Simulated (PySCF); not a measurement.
Computed with PBE-D3(BJ)/def2-TZVP // PBE0-D3(BJ)/def2-SVP in PySCF 2.14.0. Isolated molecules, 0 K electronic values unless said otherwise. 

Reference species (SMILES): `N` (neutral, multiplicity 1).

The dipole moment is 1.75 D and the HOMO is -6.07 eV.

Changed species: `CC#N` (free base CH3CN; the reference has free base NH3).

**Question.** What does the change do to the dipole moment and HOMO?

**Answer.** the dipole moment goes up by 2.20 D, to 3.95 D; the HOMO decreases by 2.00 eV, to -8.07 eV.
